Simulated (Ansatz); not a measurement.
Relaxation of CH₄AlCl (7 atoms, charge 0, multiplicity 1), to a largest force component of 0.02 eV/Å in at most 40 steps.

These are results of RKS PBE/STO-3G (Ansatz 0.2.0), not measurements.

```xyz
7
Properties=species:S:1:pos:R:3:forces:R:3
Al 0.000 0.000 0.000 0.58 0.01 -0.28
C 0.000 0.000 1.970 0.27 -0.11 -1.32
H -1.000 -0.309 2.341 0.31 0.13 0.01
H 0.768 -0.711 2.341 -0.23 0.30 0.18
H 0.232 1.020 2.341 -0.04 -0.33 0.13
Cl 1.931 0.000 -1.115 -1.89 0.00 1.08
H -1.351 0.000 -0.780 1.00 0.00 0.21
```

Q: Where does it end, and by what steps?

A: It converged. Limits of this set-up: minimal basis. After 3 steps the energy has fallen by 0.268 eV; Cl6 moved furthest, 0.18 Å.

```csv
step,energy less start (eV),largest force component (eV/Å),accepted
0,0.0000,1.893,yes
1,-0.2505,0.289,yes
2,-0.2677,0.068,yes
3,-0.2680,0.014,yes
```

```xyz
7
Properties=species:S:1:pos:R:3
Al -0.040 -0.003 0.016
C 0.013 -0.007 1.926
H -0.955 -0.304 2.363
H 0.783 -0.691 2.321
H 0.251 0.997 2.320
Cl 1.797 0.000 -0.992
H -1.269 0.008 -0.858
```

The run took 5.1 s on 1 thread of Arm Neoverse V1 (shared host), peak memory 0.11 GiB.
